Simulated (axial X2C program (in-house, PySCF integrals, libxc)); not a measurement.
**Spin–orbit effects down a group: molecules with B (ions), CCSD(T)**

All values come from calculations with an axial X2C code built on PySCF integrals, spin-free (one-electron X2C) or two-component (2c: spin–orbit coupling with atomic mean-field Coulomb and Gaunt terms, which also bring small scalar terms), in Dyall basis sets with cores contracted in-house; open shells are unrestricted.

Basis sets: B dyall-v3z, H dyall-v3z, Li dyall-cv3z, Na dyall-cv3z. Frozen shells (counts by l): BH⁺ B 1s, H none, 3 electrons correlated; LiB⁺ B 1s, Li 1s, 3 electrons correlated; NaB⁺ Na 1s, B 1s, 11 electrons correlated. Coupled cluster in natural virtuals with an MP2 remainder. Where the outer core of a metal is frozen, bonds come out longer and ionisation energies lower. Frozen cores can differ along the series, which adds to the trend.

| molecule | spin-free state | Re (Å) | ωe (cm⁻¹) | De (eV) | 2c state | Re 2c (Å) | ωe 2c (cm⁻¹) | De 2c (eV) |
| --- | --- | --- | --- | --- | --- | --- | --- | --- |
| BH⁺ | M_S = 1/2, Λ = 0 | 1.207 | 2511.8 | 2.11 | Ω = 1/2 | 1.207 | 2511.6 | 2.11 |
| LiB⁺ | M_S = 1/2, Λ = 0 | 2.495 | 326.7 | 0.79 | Ω = 1/2 | 2.495 | 326.8 | 0.79 |
| NaB⁺ | M_S = 1/2, Λ = 0 | 2.854 | 208.3 | 0.55 | Ω = 1/2 | 2.854 | 208.3 | 0.55 |

Fragments in 2c: B+ + H, B + Li+, Na+ + B. Each entry is the lowest single determinant of a limited PBE0 search at one distance. De goes to single-determinant-based atoms at the same level (for ions the charge split of lowest energy) and is withheld (n/a) where an atom does not fit its ground term or J level. Main or longest-lived isotopes. Some light 2c atoms are not at their ground J level, so De misses part of their lowering (0.04 eV or less).
